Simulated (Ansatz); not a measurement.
# Al₂H (doublet): PBE, r2SCAN, B97M-V over a scan of the scale of all distances, 6-31G

How well do these functionals follow the top wave-function level for Al₂H (doublet) over a scan of the scale of all distances?

Program: Ansatz 0.2.0, Gaussian basis. Level of theory: 6-31G, all electrons in the functionals. These are calculated values, not measurements.

The runs, in order: PBE, r2SCAN, B97M-V, at 0.870; 1.000; 1.119; 1.288; 1.493; 1.725; 2.012; 2.387.

20 further runs of the same task are left out: 1 for a known fault of the program, 1 for a mislabelled method, 15 that didn't finish, 3 set aside as unsound or not needed.

## 1. The geometry

The geometry derives from a PBE0/def2-TZVP stationary point (not a proven minimum). All distances are scaled together.

3 atoms, charge 0, spin multiplicity 2.

Atoms are counted from 1 here; the program's logs count them from 0.

Bond lengths: Al1–Al2 2.677 Å, Al1–H3 1.619 Å. Angles: Al2–Al1–H3 180.0°.

No dispersion term is added; B97M-V holds VV10 nonlocal correlation.

The geometry shown and the zero of energy belong to the point 1.000. The yardstick, FCI, and other wave-function levels (R restricted, U unrestricted, valence and pair active spaces) come from earlier runs.

## 2. PBE, 0.870

The input, in.yaml:

```yaml
crystal:
  periodic: [false, false, false]
  atoms:
    - {symbol: Al, position_ang: [0.000000, 0.000000, 0.306735]}
    - {symbol: Al, position_ang: [0.000000, 0.000000, -2.022201]}
    - {symbol: H, position_ang: [0.000000, 0.000000, 1.715465]}
basis:
  gaussian: {orbitals: 6-31G}
magnetization: {spin_polarized: true, initial_magnetization: 1}
hamiltonian: {xc: {name: PBE}}
output: {orbitals: {seedname: orbitals}}
```

Command:

```sh
$ ansatz run in.yaml --threads 1 --pin off --events-out ev --progress --plain --max-ram 2393MiB
```

After this run come: PBE, 1.000; PBE, 1.119; PBE, 1.288; PBE, 1.493; PBE, 1.725; PBE, 2.012; PBE, 2.387; r2SCAN, 0.870; r2SCAN, 1.000; r2SCAN, 1.119; r2SCAN, 1.288; r2SCAN, 1.493; r2SCAN, 1.725; r2SCAN, 2.012; r2SCAN, 2.387; B97M-V, 0.870; B97M-V, 1.000; B97M-V, 1.119; B97M-V, 1.288; B97M-V, 1.493; B97M-V, 1.725; B97M-V, 2.012; B97M-V, 2.387.

Before running them: what should the planned runs give, taken together? Wanted: span of the FCI curve; largest miss, PBE; largest miss, r2SCAN; largest miss, B97M-V; largest miss, RCCSD(T); largest miss, UCCSD(T).

**Answer**, as computed:

| quantity | value |
| --- | --- |
| span of the FCI curve | 66.4 kcal/mol |
| largest miss, PBE | +21.7 kcal/mol (2.387) |
| largest miss, r2SCAN | +21.4 kcal/mol (2.012) |
| largest miss, B97M-V | +22.8 kcal/mol (2.012) |
| largest miss, RCCSD(T) | -0.5 kcal/mol (2.012) |
| largest miss, UCCSD(T) | -0.3 kcal/mol (0.870) |

What this shows: Of the functionals, r2SCAN keep the smallest largest miss at the points compared (at most 21.4 kcal/mol) and PBE strays most (21.7 kcal/mol, at 2.387). PBE, r2SCAN clearly break the spin symmetry at some points (⟨S²⟩ up to 0.80 above the pure value), so energy there is bought with a mixed spin. Functionals and the yardstick converge differently with the basis, so part of each miss in 6-31G is the basis.
